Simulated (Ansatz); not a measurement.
Born–Oppenheimer molecular dynamics of ClFH₄Si (7 atoms, charge 0, multiplicity 1). It starts from a rough guess of a transition structure, not a stationary point.

All numbers below come from Ansatz 0.2.0, UKS PBE0/6-31G*.

```
ensemble                      : NVE (velocity Verlet)
time step                     : 0.5 fs
steps asked                   : 150
starting velocities drawn for : 100 K
seed                          : 715838
```

First frame:

```xyz
7
Properties=species:S:1:pos:R:3
Si -0.480 -0.094 0.243
H 1.380 -0.342 0.215
H -0.562 -1.288 1.064
H -1.728 -0.009 -0.507
Cl -0.316 1.635 1.234
H 1.288 -0.100 -0.730
F 0.419 0.199 -1.519
```

(1) How far do the bonds stretch over the last three quarters of this one trajectory? (Pairs bonded in most of those frames.)

Answers

(1) 
```csv
bond,mean (Å),spread (Å),shortest,longest
Si1–H3,1.488,0.034,1.43,1.55
Si1–H4,1.484,0.028,1.44,1.53
Si1–Cl5,2.056,0.049,1.98,2.14
Si1–F7,1.624,0.151,1.42,1.87
H2–H6,0.747,0.018,0.72,0.77
```

Mean temperature of the second half: 3505 K. The conserved energy stayed within 0.25 meV per atom of its start (net change -0.043 meV per atom), so the integration is sound. The system heated up, since it started high on the potential surface and ran downhill. A run of 0.075 ps of so small a system gives no equilibrium averages. The orbitals stay closed-shell, which can raise the energy where a bond breaks towards radicals; this wasn't checked here.

Run time: 7.6 min on 1 thread of Arm Neoverse V1 (shared host), peak memory 0.14 GiB.
